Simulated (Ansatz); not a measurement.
Worked example: correlation energy of H2Ge–B⁺, quintet

Geometry: that of the H2Ge–B, quartet, kept fixed. The triplet lies 4.8 eV lower here.

```xyz
4

Ge    0.0000    0.0000    0.2232
B     0.0000    0.0000   -1.7074
H     0.0000    1.2593    1.1123
H     0.0000   -1.2593    1.1123
```

Basis cc-pVDZ; Ansatz 0.2.0. Only valence electrons are correlated (noble-gas cores and the filled d shells of p-block atoms frozen), which leaves 8 electrons in 36 orbitals. R marks a restricted (for open shells ROHF) determinant, U an unrestricted one. No spin–orbit coupling is included, and no scalar relativity.

Full CI isn't at hand for all of this; UCCSDTQ serves as the reference, and is uncertain by about the last step of the cluster series.

Runs differ by some tens of microhartree through their thresholds and, for an open shell, their frozen cores, so steps under 0.03 kcal/mol mean nothing.

```
    level  total energy (hartree)
      UHF            -2100.597948
     UMP2            -2100.693041
    UCCSD            -2100.726316
 UCCSD(T)            -2100.730806
   UCCSDT            -2100.732264
UCCSDT(Q)            -2100.732525
  UCCSDTQ            -2100.732576
```

Problem. What is the correlation energy at UCCSDTQ, and what share of it do UMP2 and UCCSD recover?

Solution. E(corr) = -2100.732576 − (-2100.597948) = -0.134628 hartree = -3.663 eV. UMP2: -0.095093 / -0.134628 = 70.63 %. UCCSD: -0.128368 / -0.134628 = 95.35 %.

Problem. By how many kcal/mol does UCCSD(T) miss UCCSDTQ (1 hartree = 627.509 kcal/mol), and which steps make up the rest?

Solution. -2100.730806 − (-2100.732576) = 0.001770 hartree = 1.11 kcal/mol. Steps: UCCSDT − UCCSD(T) = -0.91, UCCSDT(Q) − UCCSDT = -0.16, UCCSDTQ − UCCSDT(Q) = -0.03 kcal/mol. Differences between like states or geometries often cancel part of this.
